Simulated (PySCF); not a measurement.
## Vibration and rotation of MgH

UHF-CCSD(T) constants of MgH, ²Σ⁺ (doublet), unpaired electrons σ ↑ (basis Mg x2c-SVPall, H x2c-SVPall; spin-free X2C with a Gaussian nucleus; PySCF 2.14; masses 23.9850 and 1.0078 u):

```
ωe           : 1476.9 cm⁻¹
ωexe         : 30.0 cm⁻¹
Be           : 5.7638 cm⁻¹
αe           : 0.170 cm⁻¹
De to Mg + H : 1.22 eV
```

Problem. What force constant and bond length do these constants imply?

Solution. Reduced mass μred = 0.96718 u; k = 5.8918×10⁻⁷·μred·ωe² (u, cm⁻¹, mdyn/Å) = 1.24 mdyn/Å; Re = √(16.8576/(μred·Be)) (u, cm⁻¹, Å) = 1.739 Å.

Problem. Estimate the centrifugal constant D from the Kratzer relation and find the Dunham coefficient a1.

Solution. D = 4Be³/ωe² = 0.000351 cm⁻¹; a1 = −1 − αeωe/(6Be²) = -2.26.

Measured values (Huber and Herzberg, Constants of Diatomic Molecules (1979)): ωe = 1495.2 cm⁻¹, ωexe = 31.889 cm⁻¹, Be = 5.8257 cm⁻¹, αe = 0.1859 cm⁻¹.

Correlated steps freeze 1 core orbital. Correlated levels converge slowly with the basis: in double zeta they bind strong bonds too weakly, by up to about 1 eV, and carry superposition errors of some tenths. The state was picked by a PBE0 search and need not be the measured ground state.
